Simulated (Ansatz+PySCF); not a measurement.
Values are calculated unless marked as measured or tabulated.
A run of PySCF 2.14.0 on doublet C₃(+) at this shape:

```xyz
3

C     0.0000    0.0000    0.0000
C     0.7727    0.0000    1.1674
C    -0.7727    0.0000    1.1674
```

Its results:

```
Converged                       : yes
Reference energy                : -112.81855 hartree
CCSD correlation energy         : -0.30449 hartree
Triples correction              : -0.02753 hartree
Total energy                    : -113.15058 hartree
Spin squared of the determinant : 0.787
```

Problem. Which input gives this output? Name the method, the orbitals and the basis set, and write the input.

Solution. UHF-CCSD(T) in 6-31G.

```python
from pyscf import gto, scf, cc

mol = gto.M(atom="""
C 0.000000 0.000000 0.000000
C 0.772710 0.000000 1.167440
C -0.772710 0.000000 1.167440
""", basis='6-31g', charge=1, spin=1)
mf = scf.UHF(mol)
mf.kernel()
mycc = cc.CCSD(mf, frozen=3).run()
et = mycc.ccsd_t()
print(mf.e_tot, mycc.e_corr, et, mycc.e_tot + et)
```

The reference isn't the lowest determinant (another lies 1.96 eV lower), but the same method gives a higher total on the lower determinant. Caution: large share of triples, a single reference is doubtful.
